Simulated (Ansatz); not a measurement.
Basis sets over 5 cases of the highest harmonic wavenumber at HF with Ansatz (Al to Cl present), each against its own reference: (a) the value in aug-cc-pVQZ; (b) the value in aug-pcseg-2; (c) the value in aug-pcseg-3; (d) the value in pcseg-3 (pcseg sets are built for DFT). By their distance from other large sets or by the extrapolation step the references are unsure by up to roughly 4 cm⁻¹ and lie short of the limit. Each level at its own minimum, unscaled; unrestricted open shells; no added dispersion term; no relativity. Cartesian d functions in some cases of 6-31+G*, 6-311+G**. (X+d) sets on Al to Cl for cc-pVXZ and aug-cc-pVXZ. Core-valence sets carry the plain set on hydrogen. 

Cases are drawn at random; left out are references unsure by over 6.7 cm⁻¹, runs with very soft modes, doubtful singlets, and cases whose largest runs show a restricted determinant unstable towards unrestricted orbitals, <S^2> over 0.1 too high or, where CCSD(T) ran, T1 over 0.025 (0.045 for open shells). Sets are drawn from those converged to one state in every case.

Cases (SMILES) and reference values:
- Cl (HCl): 3142 cm⁻¹ (c)
- [SiH3] (SiH3), doublet: 2320 cm⁻¹ (b)
- Cl[O] (O-Cl), doublet: 845 cm⁻¹ (a)
- [Cl][Al] (Al-Cl) (closed-shell singlet): 475 cm⁻¹ (d)
- [SiH4] (SiH4): 2334 cm⁻¹ (b)

| basis | functions over def2-SVP (largest species, mean of cases) | mean signed deviation (cm⁻¹) | mean absolute | largest | within 20 cm⁻¹ |
|---|---|---|---|---|---|
| def2-SV(P) | 0.9 | 2 | 44 | 68 | 0 of 5 |
| def2-SVP | 1.0 | 10 | 25 | 38 | 2 of 5 |
| pcseg-1 | 1.0 | 13 | 37 | 50 | 1 of 5 |
| 6-31+G* | 1.1 | 27 | 37 | 65 | 2 of 5 |
| cc-pVDZ | 1.2 | -10 | 18 | 51 | 4 of 5 |
| def2-SVPD | 1.5 | -1 | 12 | 22 | 4 of 5 |
| 6-311+G** | 1.6 | 2 | 13 | 26 | 3 of 5 |
| aug-pcseg-1 | 1.6 | -3 | 19 | 35 | 3 of 5 |
| aug-cc-pVDZ | 1.8 | -15 | 15 | 24 | 3 of 5 |
| def2-TZVP | 1.9 | 0 | 2 | 3 | 5 of 5 |
| pcseg-2 | 2.1 | 0 | 7 | 12 | 5 of 5 |
| jun-cc-pV(T+d)Z | 2.7 | -3 | 3 | 7 | 5 of 5 |
| def2-TZVPPD | 2.9 | 0 | 2 | 2 | 5 of 5 |
| cc-pCVTZ | 3.1 | -2 | 2 | 5 | 5 of 5 |

Among the sets for which every case ran a larger relative (same family, alike in diffuse functions, listed or not), the smallest listed that holds all cases within 20 cm⁻¹ together with them is def2-TZVP, at 1.9 times the functions of def2-SVP. Inside, though some case ran no larger relative to test it: pcseg-2, def2-TZVPPD, cc-pCVTZ. Largest deviations of relatives not listed, over the cases that ran them: def2-TZVPP 3, def2-QZVP 1, def2-QZVPP 1, pcseg-3 1, def2-QZVPPD 1, aug-cc-pVTZ 7, aug-cc-pVQZ 1 cm⁻¹. A case lies within its reference's uncertainty of the window's edge in def2-SV(P), def2-SVP, 6-31+G*, cc-pVDZ, 6-311+G**, aug-pcseg-1, aug-cc-pVDZ. These figures hold for the cases listed.

Ansatz is a quantum-chemistry and plane-wave program.
